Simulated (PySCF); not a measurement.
Vibration and rotation of HCl⁺

PBE0 constants of HCl⁺, ²Π (doublet), unpaired electrons π ↑ (basis H def2-TZVP, Cl def2-TZVP; no relativity; PySCF 2.14; masses 1.0078 and 34.9689 u):

```
ωe              : 2670.9 cm⁻¹
ωexe            : 51.9 cm⁻¹
Be              : 9.8576 cm⁻¹
αe              : 0.314 cm⁻¹
D (centrifugal) : 0.000537 cm⁻¹
De to H + Cl⁺   : 4.82 eV
```

**Question.** Give the vibrational terms G(v) and spacings up to v = 6.

**Answer.** G(v) = ωe(v+½) − ωexe(v+½)².

| v | G(v) (cm⁻¹) | G(v) − G(v−1) | Bv (cm⁻¹) |
| --- | --- | --- | --- |
| 0 | 1322 |  | 9.701 |
| 1 | 3890 | 2567 | 9.387 |
| 2 | 6353 | 2463 | 9.073 |
| 3 | 8712 | 2360 | 8.759 |
| 4 | 10968 | 2256 | 8.445 |
| 5 | 13120 | 2152 | 8.131 |
| 6 | 15168 | 2048 | 7.817 |

**Question.** How well does the Morse estimate ωe²/(4ωexe) reproduce De, and what is D0?

**Answer.** It gives 4.26 eV, 88 % of the computed De. D0 = De − G(0) = 4.82 − 0.16 = 4.66 eV.

For an ion De counts to the pair picked by the measured ionisation energies or electron affinities, which need not be the lowest pair at this level. The state is the lowest determinant that a PBE0 search found; another state may lie lower at other levels.
